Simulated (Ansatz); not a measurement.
A made-up structure of CH₄BNa, singlet:

```
7
angstrom
C -0.5992 0.2433 -0.1654
B 0.4821 -0.4050 0.3023
Na 2.3288 0.7885 0.3147
H -0.6487 1.4145 -0.2651
H -0.5983 -0.2047 -1.2522
H -1.3625 -0.1631 0.4441
H 0.3978 -1.6734 0.6215
```

It is relaxed with PBE-D4/def2-SVP and then PBE0-D4/def2-TZVP (Ansatz 0.2.0). Atoms count as bonded within 1.22 times the sum of their covalent radii (H–H: 0.88 Å). The end point is not checked to be a true minimum.

(1) Does its bonding change? (A judgement: the text doesn't fix the answer.)

## Answers

(1) By the calculation: No: no bond forms or breaks.

Where it ends: The first stage lowers the energy by 1.59 eV in 6 steps. It ends as CH₄BNa ([CH3][BH][Na]):
C1  (-0.743, 0.224, -0.194)
B2  (0.610, -0.374, 0.315)
Na3  (2.860, 0.736, 0.446)
H4  (-0.813, 1.308, -0.289)
H5  (-0.816, -0.189, -1.218)
H6  (-1.630, -0.155, 0.330)
H7  (0.532, -1.549, 0.611)
(Å)

Labels in which every atom is bracketed show which atoms are joined, not bond orders.

For scale, one of the runs: PBE0-D4/def2-TZVP relaxation, 118 basis functions, launched by `ansatz run in.yaml --threads 2 --pin off --events-out ev --progress --plain --max-ram 4352MiB`. The run took about 12 s on 2 CPU threads of an Arm Neoverse V2 (shared host).
